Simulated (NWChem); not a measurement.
**Correlation energy of HS**

```xyz
2

S      0.0000     0.0000     0.0796
H      0.0000     0.0000    -1.2741
```
Charge 0, spin multiplicity 2.

The numbers come from NWChem runs, not from measurements. The geometry was optimised at UPBE0/def2-SVP, a minimum by its harmonic frequencies.

Basis set: STO-3G. Each correlation energy counts from its own Hartree-Fock reference.

The correlated methods keep 5 core orbitals frozen. The structure started from a generated list of species. The unpaired electrons of the parent sit in orbitals of symmetry b2 (C2v labels of the run); other states weren't searched. No SCF solution was tested for a lower state. Open-shell Hartree-Fock references start from PBE0 orbitals. No row is a measurement; the coupled-cluster row has its own basis-set and correlation limits.

```csv
method,correlation energy (mHa)
UMP2,[?]
SCS-UMP2,[?]
CCSD on ROHF,-23.1
CCSD[T] on ROHF,-23.1
CCSD(T) on ROHF,-23.1
CCSD on UHF,-22.3
CCSD[T] on UHF,-22.3
CCSD(T) on UHF,-22.3
CCSDT on ROHF,-23.1
```

### Question
Some entries are withheld; supply them.

### Answer

- UMP2, correlation energy (mHa): -14.4
- SCS-UMP2, correlation energy (mHa): -17.3
